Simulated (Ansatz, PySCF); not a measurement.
Molecule: C3H7 (charge 0, doublet). It need not be the lowest isomer of its formula. SMILES: [CH2]CC
Geometry from a B3LYP-D3(BJ)/def2-TZVP (Ansatz, a program for electronic structure) optimisation:
```
C
H 1 1.0941
H 1 1.0944 2 106.77
C 1 1.4855 2 110.00 3 119.30
H 4 1.0819 1 120.96 2 34.73
H 4 1.0820 5 117.55 1 -170.74
C 1 1.5433 2 108.45 3 -116.56
H 7 1.0913 1 110.87 2 -62.30
H 7 1.0913 8 107.85 1 121.54
H 7 1.0924 8 108.25 9 116.89
```
Charge 0, spin multiplicity 2.


Quantity: enthalpy of formation at 298 K (from the atomisation energy, B3LYP-D3(BJ)/def2-TZVP harmonic zero-point and thermal terms from PySCF, and the atoms' enthalpies of formation in the G2/97 table; no spin-orbit terms, and no core term in the frozen-core levels), in kJ/mol. Cores are frozen in the correlated levels unless marked. Open shells are spin-unrestricted. No spin-orbit coupling. No relativistic terms. The coupled-cluster limit lacks core correlation, which all-electron functionals hold. Basis-set limits of correlation are two-point, X^-3; Hartree-Fock from the larger set. [CCSD(T)-MP2]/basis is that difference in the basis named.

```json
[
 {"level": "HF/cc-pVTZ", "program": "Ansatz", "enthalpy of formation at 298 K (kJ/mol)": "967.6", "minus last row": "860.1"},
 {"level": "r2SCAN0-D4/def2-TZVPD", "program": "Ansatz + dftd4", "enthalpy of formation at 298 K (kJ/mol)": "112.3", "minus last row": "4.8"},
 {"level": "r2SCAN0/def2-TZVPD", "program": "Ansatz", "enthalpy of formation at 298 K (kJ/mol)": "115.7", "minus last row": "8.2"},
 {"level": "RI-MP2/aug-cc-pVTZ", "program": "Ansatz", "enthalpy of formation at 298 K (kJ/mol)": "157.9", "minus last row": "50.4"},
 {"level": "SCS-MP2/aug-cc-pVDZ", "program": "Ansatz", "enthalpy of formation at 298 K (kJ/mol)": "319.3", "minus last row": "211.8"},
 {"level": "CCSD/aug-cc-pVDZ", "program": "Ansatz", "enthalpy of formation at 298 K (kJ/mol)": "355.2", "minus last row": "247.7"},
 {"level": "RI-MP2/CBS(cc-pVTZ,cc-pVQZ)+[CCSD(T)-MP2]/cc-pVTZ", "program": "Ansatz", "enthalpy of formation at 298 K (kJ/mol)": "107.5", "minus last row": "0.0"}
]
```
